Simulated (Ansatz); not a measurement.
Compare A (`NC1=C(F)C1`) with its isomer B (`C=C=C(N)F`).

Isolated molecules relaxed with PBE0-D4/def2-TZVP in Ansatz; ΔE leaves out vibrations. CCSD(T)/CBS adds triple-zeta CCSD(T) − MP2 to the extrapolated MP2 energy (def2 sets, frozen cores). DFT in def2-TZVPP. B3LYP here is the variant with VWN-RPA as its local correlation; programs differ in this. One conformer a species, not always the lowest.

A:

Z-matrix (Å, degrees):
```
C
C 1 1.469
C 1 1.525 2 50.8
H 1 1.097 2 120.7 3 103.7
H 1 1.095 2 120.7 3 -104.3
F 2 1.319 1 143.2 3 -170.8
N 3 1.361 1 140.4 2 170.8
H 7 1.008 3 114.7 1 42.3
H 7 1.008 3 115.2 1 175.5
```

B:

```xyz
9

C     0.031    1.161   -1.478
C    -0.232    0.399   -0.457
C    -0.454   -0.312    0.615
N     0.460   -0.977    1.411
F    -1.697   -0.424    1.114
H    -0.066    0.805   -2.501
H     0.353    2.194   -1.355
H     0.202   -1.938    1.592
H     1.403   -0.909    1.060
```

Problem. Which isomer does CCSD(T)/CBS put lower? Give the gap. (An estimate is asked.)

Solution. The calculation gave: B, by 23.2 kcal/mol.

Problem. Give E(B) − E(A) in kcal/mol with ωB97M-V, PBE0-D4, HF/def2-TZVPP, B3LYP-D4, PBE-D4, MP2/def2-TZVPP, CCSD/def2-TZVPP. (An estimate is asked.)

Solution. Computed: ωB97M-V -22.7, PBE0-D4 -19.6, HF/def2-TZVPP -26.5, B3LYP-D4 -25.1, PBE-D4 -20.7, MP2/def2-TZVPP -19.9, CCSD/def2-TZVPP -23.4. None reverses the order clearly.

Problem. Does the order hold for the free energy at 298.15 K (harmonic terms from PBE0-D4)? (An estimate is asked.)

Solution. Ansatz gave: Yes: G(B) − G(A) = -24.0 kcal/mol, for one conformer each.

Largest T1 diagnostic: 0.012.

From PBE to PBE0 (25 % exact exchange), in def2-TZVPP and without D4, E(B) − E(A) moves by +1.1 kcal/mol. In def2-TZVPP, CCSD(T) changes the Hartree–Fock value by +3.1 kcal/mol (the triples alone add −0.0 kcal/mol) and MP2 by +6.5 kcal/mol.
